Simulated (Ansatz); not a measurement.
Geometry optimisation, Ansatz 0.2.0, RKS PBE0-D4/6-31G*.

Input:

```yaml
crystal:
  periodic: [false, false, false]
  atoms:
    - { symbol: Si, position_ang: [-0.089907, 0.105295, 0.010887] }
    - { symbol: H, position_ang: [0.194168, 0.248936, 1.448508] }
    - { symbol: H, position_ang: [1.14987, 0.292994, -0.777212] }
    - { symbol: H, position_ang: [-1.077265, 1.163388, -0.362733] }
    - { symbol: O, position_ang: [-0.807433, -1.378656, -0.294236] }
    - { symbol: H, position_ang: [-1.724995, -1.329103, -0.590948] }
    - { symbol: O, position_ang: [1.408927, -2.014604, 1.256141] }
    - { symbol: H, position_ang: [0.674874, -2.470824, 0.819642] }
    - { symbol: H, position_ang: [0.952461, -1.406226, 1.880251] }
basis:
  gaussian: { orbitals: "6-31G*" }
hamiltonian:
  xc: pbe0
  dispersion: d4
relax:
  f_tol: 0.03
  max_steps: 50
output:
  orbitals: {}
```

Launched with:

```bash
$ ansatz run input.yaml --threads 1 --pin off --max-ram 2048MiB --backend cpu --events-out ev --progress --plain --runs-dir out
```

Q: Where does it end, and by what steps?

A: It converged. The force dipped under the threshold on the way, but the program's further checks kept it going. After 9 steps the energy has fallen by 0.147 eV; H9 moved furthest, 0.61 Å.

| step | energy less start (eV) | largest force component (eV/Å) | accepted |
| --- | --- | --- | --- |
| 0 | 0.0000 | 0.777 | yes |
| 1 | -0.0626 | 0.924 | yes |
| 2 | -0.0957 | 0.747 | yes |
| 3 | -0.0967 | 0.435 | yes |
| 4 | -0.1302 | 0.219 | yes |
| 5 | -0.1432 | 0.221 | yes |
| 6 | -0.1459 | 0.087 | yes |
| 7 | -0.1465 | 0.012 | yes |
| 8 | -0.1465 | 0.085 | yes |
| 9 | -0.1466 | 0.008 | yes |

```xyz
9
Properties=species:S:1:pos:R:3
Si -0.126 0.170 0.034
H 0.050 0.598 1.444
H 1.149 0.235 -0.719
H -1.078 1.131 -0.610
O -0.875 -1.337 -0.050
H -1.649 -1.351 -0.624
O 1.414 -1.955 1.145
H 0.639 -2.329 0.695
H 1.157 -1.951 2.076
```

The run took 22 s on 1 thread of Arm Neoverse V2 (shared host), peak memory 0.12 GiB.
